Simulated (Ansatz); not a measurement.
# AlH₃OSi (SMILES [O]1[AlH][SiH2]1): single points off equilibrium

An exercise on one series of results from a longer session: the logs are not shown, and one member is left open.

Method: single points in def2-TZVPP; program: Ansatz 0.2.0, Gaussian basis.

Correlated methods freeze the cores.

## The system as given

SMILES `[O]1[AlH][SiH2]1`, 6 atoms, charge 0, spin multiplicity 1.

Atoms are counted from 1 here; the program's logs count them from 0.

Bond lengths: O1–Al2 1.621 Å, O1–Si3 1.949 Å, Al2–Si3 2.295 Å, Al2–H4 1.612 Å, Si3–H5 1.507 Å, Si3–H6 1.465 Å. Angles: Al2–O1–Si3 79.5°, O1–Al2–Si3 56.6°, O1–Al2–H4 147.6°, Si3–Al2–H4 155.8°, O1–Si3–Al2 44.0°, O1–Si3–H5 103.0°, O1–Si3–H6 102.8°, Al2–Si3–H5 122.8°, Al2–Si3–H6 124.7°, H5–Si3–H6 104.5°.

Coordinates:

```mol
AlH3OSi
  3D, bonds by distance, orders not assigned

  6  6  0  0  0  0  0  0  0  0999 V2000
   -0.9210   -0.7326   -0.2317 O   0  0
    0.5552   -1.2235    0.2227 Al  0  0
   -0.0107    0.9824   -0.0643 Si  0  0
    1.5317   -2.4571    0.5738 H   0  0
   -0.2099    1.6049   -1.4222 H   0  0
   -0.9026    1.7370    0.8189 H   0  0
  1  2  8  0
  1  3  8  0
  2  3  8  0
  2  4  8  0
  3  5  8  0
  3  6  8  0
M  END
```

The first run:

The input, run/in.yaml:

```yaml
crystal:
  periodic: [false, false, false]
  atoms:
    - {symbol: O, position_ang: [-0.921000, -0.732600, -0.231700]}
    - {symbol: Al, position_ang: [0.555200, -1.223500, 0.222700]}
    - {symbol: Si, position_ang: [-0.010700, 0.982400, -0.064300]}
    - {symbol: H, position_ang: [1.531700, -2.457100, 0.573800]}
    - {symbol: H, position_ang: [-0.209900, 1.604900, -1.422200]}
    - {symbol: H, position_ang: [-0.902600, 1.737000, 0.818900]}
basis:
  gaussian: {orbitals: def2-TZVPP}
correlation: {method: ccsd_t}
output: {forces: true}
```

No record of the launch command was kept for these runs.

Among the steps run: CCSD(T)/def2-TZVPP; PBE0-D4/def2-TZVPP; wB97M-V/def2-TZVPP; r2SCAN-D4/def2-TZVPP; PBE-D4/def2-TZVPP; BHLYP-D4/def2-TZVPP; r2SCANh-D4/def2-TZVPP.

One table of the session follows, with a row left open; its other results are not shown here.

```
    method  RMS force component (eV/Å)  angle to CCSD(T) forces (°)  dipole (D)
   CCSD(T)                       1.123                    reference        2.24
   PBE0-D4                           ?                            ?           ?
   wB97M-V                       1.065                          6.6        2.36
 r2SCAN-D4                       1.050                          4.7        2.08
    PBE-D4                       1.099                         10.7        2.02
  BHLYP-D4                       1.028                         17.8        2.45
r2SCANh-D4                       1.040                          7.0        2.15
```

Estimate the missing values for PBE0-D4.

As computed: RMS force component (eV/Å): 1.038; angle to CCSD(T) forces (°): 7.7; dipole (D): 2.19. In the column «RMS force component (eV/Å)» it lies between BHLYP-D4 (1.028) and r2SCANh-D4 (1.040).
